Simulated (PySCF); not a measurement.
Coordinates in bohr (charge 0 multiplicity 1):
```
S     0.0000    0.0000   -0.7305
F     3.1852    0.0000   -0.5684
F     0.0000    2.3125    1.1833
F    -3.1852    0.0000   -0.5684
F     0.0000   -2.3125    1.1833
```

All numbers come from BP86/[S def2-TZVP, F def2-TZVP], no relativity, density fitting, PySCF.

This geometry of SF₄ is a stationary point at this level.

What is the point group?

C2v.

Is it a minimum?

Yes: all harmonic wavenumbers are real.

List the harmonic modes with their infrared intensities.


```csv
symmetry,ω (cm⁻¹),IR (km/mol)
a1,203,0.8
b1,307,8.0
a2,414,0.0
a1,470,14.3
b2,477,0.7
a1,514,4.6
b2,701,584
b1,783,177
a1,818,106
```

What are the dipole moment and the gap between the highest occupied and lowest empty levels?

0.65 D and 4.99 eV.

In C2v the vibrations span 4a1 + 2b1 + a2 + 2b2. The a2 mode carries no infrared intensity, as symmetry demands.
